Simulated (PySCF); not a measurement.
O2S, singlet, at a GFN2-xTB geometry of the parent state; BLYP/cc-pVDZ run with PySCF.

PySCF was given this input:
```python
from pyscf import gto, scf, dft

mol = gto.M(
    atom='''
O    -1.266836    0.436461   -0.024666
S    -0.018368   -0.373545    0.019250
O     1.303571    0.310630   -0.013833
''',
    basis='cc-pvdz',
    charge=0,
    spin=0,
    verbose=4,
)

mf = dft.RKS(mol)
mf.xc = 'blyp'
mf.kernel()
mf.analyze()
```

Output, abridged:

```
PySCF version 2.14.0

[INPUT] verbose = 4
[INPUT] num. atoms = 3
[INPUT] num. electrons = 32
[INPUT] charge = 0
[INPUT] spin (= nelec alpha-beta = 2S) = 0
[INPUT] symmetry False subgroup None
[INPUT] Mole.unit = angstrom
[INPUT] Symbol           X                Y                Z      unit          X                Y                Z       unit  Magmom
[INPUT]  1 O     -1.266836000000   0.436461000000  -0.024666000000 AA   -2.393973084740   0.824791754054  -0.046611984589 Bohr   0.0
[INPUT]  2 S     -0.018368000000  -0.373545000000   0.019250000000 AA   -0.034710489456  -0.705897745201   0.036377227898 Bohr   0.0
[INPUT]  3 O      1.303571000000   0.310630000000  -0.013833000000 AA    2.463392173925   0.587005626074  -0.026140581481 Bohr   0.0

nuclear repulsion = 104.148489164881
number of shells = 15
number of NR pGTOs = 93
number of NR cGTOs = 46
basis = cc-pvdz
ecp = {}

******** <class 'pyscf.dft.rks.RKS'> ********
method = RKS
initial guess = minao
damping factor = 0
level_shift factor = 0
DIIS = <class 'pyscf.scf.diis.CDIIS'>
diis_start_cycle = 1
diis_space = 8
diis_damp = 0
SCF conv_tol = 1e-09
SCF conv_tol_grad = None
SCF max_cycles = 50
direct_scf = True
direct_scf_tol = 1e-13
XC library pyscf.dft.libxc version 7.1.2
    S. Lehtola, C. Steigemann, M. J. T. Oliveira, and M. A. L. Marques,  SoftwareX 7, 1–5 (2018)
XC functionals = blyp
    A. D. Becke,  Phys. Rev. A 38, 3098 (1988)
    C. Lee, W. Yang, and R. G. Parr,  Phys. Rev. B 37, 785 (1988)
    B. Miehlich, A. Savin, H. Stoll, and H. Preuss,  Chem. Phys. Lett. 157, 200 (1989)
radial grids:
    Treutler-Ahlrichs [JCP 102, 346 (1995); DOI:10.1063/1.469408] (M4) radial grids

becke partition: Becke, JCP 88, 2547 (1988); DOI:10.1063/1.454033
pruning grids: <function nwchem_prune>
grids dens level: 3
symmetrized grids: False
atomic radii adjust function: <function treutler_atomic_radii_adjust>
small_rho_cutoff = 0
Set gradient conv threshold to 3.16228e-05
Initial guess from minao.
tot grids = 47048
init E= -549.115031500918
  HOMO = -0.330629995620502  LUMO = -0.17408873466288  gap/eV = 4.25970
cycle= 1 E= -548.267447637238  delta_E= 0.848  |g|= 1.25  |ddm|= 2.28
  HOMO = -0.115513416377516  LUMO = -0.0414436343223179  gap/eV = 2.01554
cycle= 2 E= -546.526627848527  delta_E= 1.74  |g|= 3.07  |ddm|= 2.83
  HOMO = -0.246447616215013  LUMO = -0.134614346201436  gap/eV = 3.04314
cycle= 3 E= -548.586908449927  delta_E= -2.06  |g|= 0.124  |ddm|=  2.2
  HOMO = -0.270327797414743  LUMO = -0.158674959659487  gap/eV = 3.03823
cycle= 4 E= -548.589002852294  delta_E= -0.00209  |g|= 0.067  |ddm|= 0.208
  HOMO = -0.263352958600984  LUMO = -0.151020780148689  gap/eV = 3.05671
cycle= 5 E= -548.590247746906  delta_E= -0.00124  |g|= 0.0063  |ddm|= 0.075
  HOMO = -0.263887885227294  LUMO = -0.151543704581067  gap/eV = 3.05704
cycle= 6 E= -548.590253032294  delta_E= -5.29e-06  |g|= 0.00408  |ddm|= 0.00565
  HOMO = -0.263870430445438  LUMO = -0.15150688697715  gap/eV = 3.05757
cycle= 7 E= -548.590253755567  delta_E= -7.23e-07  |g|= 0.00365  |ddm|= 0.00472
  HOMO = -0.263827594921485  LUMO = -0.151435719501724  gap/eV = 3.05834
cycle= 8 E= -548.590256558137  delta_E= -2.8e-06  |g|= 0.000362  |ddm|= 0.00247
  HOMO = -0.263837732047824  LUMO = -0.151436992339558  gap/eV = 3.05858
cycle= 9 E= -548.590256584974  delta_E= -2.68e-08  |g|= 3.66e-05  |ddm|= 0.000202
  HOMO = -0.26383890006659  LUMO = -0.151437880659833  gap/eV = 3.05859
cycle= 10 E= -548.590256585261  delta_E= -2.87e-10  |g|= 1.56e-06  |ddm|= 2.61e-05
  HOMO = -0.263838755998368  LUMO = -0.151437867294168  gap/eV = 3.05858
Extra cycle  E= -548.590256585256  delta_E= 4.43e-12  |g|= 4.26e-06  |ddm|= 3.84e-06
converged SCF energy = -548.590256585256
**** SCF Summaries ****
Total Energy =                        -548.590256585256498
Nuclear Repulsion Energy =             104.148489164881227
One-electron Energy =                 -962.792086108975582
Two-electron Energy =                  310.053340358837943
Two-electron Coulomb Energy =          352.889984626160356
DFT Exchange-Correlation Energy =      -42.836644267322413
HOMO-LUMO gap [eV] =                     3.058583971521033
**** MO energy ****
MO #1   energy= -88.3083562163156  occ= 2
MO #2   energy= -18.8361948026472  occ= 2
MO #3   energy= -18.8361786375437  occ= 2
MO #4   energy= -7.83627006906741  occ= 2
MO #5   energy= -5.86683972303819  occ= 2
MO #6   energy= -5.86553108002756  occ= 2
MO #7   energy= -5.86047428722286  occ= 2
MO #8   energy= -1.01828100768741  occ= 2
MO #9   energy= -0.933696908876279 occ= 2
MO #10  energy= -0.568958924907211 occ= 2
MO #11  energy= -0.420910039756784 occ= 2
MO #12  energy= -0.416064300953829 occ= 2
MO #13  energy= -0.412221487000253 occ= 2
MO #14  energy= -0.307430273486026 occ= 2
MO #15  energy= -0.285039888631757 occ= 2
MO #16  energy= -0.263838755998368 occ= 2
MO #17  energy= -0.151437867294168 occ= 0
MO #18  energy= 0.0198685308845459 occ= 0
MO #19  energy= 0.0585546762749414 occ= 0
MO #20  energy= 0.37987179118913   occ= 0
MO #21  energy= 0.383435557287539  occ= 0
MO #22  energy= 0.39361922205111   occ= 0
MO #23  energy= 0.427747954870221  occ= 0
MO #24  energy= 0.503230500249872  occ= 0
 ** Mulliken pop on meta-lowdin orthogonal AOs  **
 ** Mulliken pop  **
 ** Mulliken atomic charges  **
charge of    0O =     -0.55769
charge of    1S =      1.11539
charge of    2O =     -0.55769
Dipole moment(X, Y, Z, Debye): -0.08032, -1.63340,  0.08417
```
